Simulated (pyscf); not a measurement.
Routes from `[CH3][SnH3]` + `[NH3]`

Candidate steps break at most two bonds and form at most two. Each was searched with GFN2-xTB (tblite) first. PySCF, gas phase, ωB97X-D3(BJ)/def2-SVP geometries. Energies: ωB97M-D3(BJ)/def2-TZVP, eV, from the separated reactants, singlet surface; ΔG‡ with ideal gas, 1 atm, RRHO with modes under 100 cm⁻¹ raised to 100, one conformer, R ln 2 for chiral ones without a mode under 150 cm⁻¹.

```tsv
products	type	ΔE‡	ΔE	ΔG‡ 298 K	ΔG‡ 900 K	ν‡ (cm⁻¹)
H₃C–SnH₂–NH₂ + H₂	four-centre exchange	1.80	+0.33	2.11	2.95	1447i
CH₄ + H₂N–SnH₃	four-centre exchange	2.00	-0.13	2.31	3.14	1378i
```

Row 1: On the reactant side the descent ends in a complex (not fully relaxed), 0.18 eV under the separated species and 1.90 eV under the saddle at ωB97X-D3(BJ)/def2-TZVP. Row 2: On the reactant side the descent ends in a complex (not fully relaxed), 0.18 eV under the separated species and 2.17 eV under the saddle at ωB97X-D3(BJ)/def2-TZVP. 

Plain bond fissions and candidates not yet searched are not listed, and one of them may be faster. Each barrier is that of the saddle found; lower ones may exist. Elements past Kr carry the def2 core potentials, without spin-orbit coupling.
